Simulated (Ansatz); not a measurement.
A made-up structure of C2H5O, doublet:

```csv
atom,x (Å),y (Å),z (Å)
C1,-0.4488,0.5941,-0.2645
C2,0.3928,-0.5606,0.2398
O3,1.6765,-0.2634,0.5600
H4,-1.4647,0.2633,-0.4952
H5,-0.0109,1.0185,-1.1700
H6,-0.5058,1.3822,0.4887
H7,2.4626,0.2218,0.8560
H8,-0.0613,-1.0393,1.1301
```

It is relaxed with PBE-D4/def2-SVP and then PBE0-D4/def2-TZVP (Ansatz 0.2.0). Atoms count as bonded within 1.22 times the sum of their covalent radii (H–H: 0.88 Å). The end point is not checked to be a true minimum.

(1) Does its bonding change? (Judge from chemistry; the calculation decides.)

Answers

(1) The calculation gives: No: no bond forms or breaks.

Where it ends: The first stage lowers the energy by 1.25 eV in 14 steps. It ends as C₂H₅O ([CH3][CH][OH]):
```xyz
8
angstrom
C -0.3452 0.6084 -0.1865
C 0.3900 -0.5180 0.4284
O 1.6787 -0.3302 0.8317
H -1.3265 0.2806 -0.5334
H 0.1909 1.0125 -1.0547
H -0.5024 1.4452 0.5136
H 2.0704 0.3799 0.3144
H -0.1155 -1.2619 1.0315
```

Labels in which every atom is bracketed show which atoms are joined, not bond orders.

For scale, one of the runs: PBE0-D4/def2-TZVP relaxation, 123 basis functions, launched by `ansatz run in.yaml --threads 2 --pin off --events-out ev --progress --plain --max-ram 4352MiB`. The run took about 15 s on 2 CPU threads of an Arm Neoverse V1 (shared host).
